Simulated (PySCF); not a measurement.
```xyz
4

C      0.0000     0.0000     0.0000
H      1.0614    -0.1989     0.0013
H     -0.7030    -0.8197    -0.0005
H     -0.3584     1.0186    -0.0008
```

Charge 0, multiplicity 2.

Q: Give the Mulliken and meta-Löwdin atomic charges from r2SCAN-D4/def2-TZVP (PySCF).

A: 
| atom | Mulliken (e) | meta-Löwdin (e) |
|---|---|---|
| C1 | -0.39 | -0.39 |
| H2 | 0.13 | 0.13 |
| H3 | 0.13 | 0.13 |
| H4 | 0.13 | 0.13 |
